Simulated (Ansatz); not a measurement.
`BB`. The species carries charge 0 and has multiplicity 1. The structure was optimised at the PBE0-D4/def2-TZVP level.

```xyz
6

B     0.742   -0.238    0.235
B    -0.741    0.239   -0.236
H     1.597   -0.539   -0.552
H     1.049   -0.312    1.393
H    -1.006    1.391   -0.444
H    -1.641   -0.540   -0.397
```

Question: What is the dipole moment at ωB97M-V/def2-TZVPP? (Estimate.)

Answer: The calculation gave: 0.00 D, zero by symmetry or nearly so.

Question: Give the Mulliken charges with ωB97M-V, PBE, B3LYP in def2-TZVPP. (Estimate.)

Answer: The calculation gave: 
```tsv
atom	ωB97M-V	PBE	B3LYP
B1	-0.17	-0.06	-0.09
B2	-0.17	-0.06	-0.09
H3	0.08	0.03	0.05
H4	0.08	0.03	0.05
H5	0.08	0.03	0.05
H6	0.08	0.03	0.05
```

B3LYP here is the variant with VWN-RPA as its local correlation; programs differ in this.

All numbers were calculated with Ansatz.
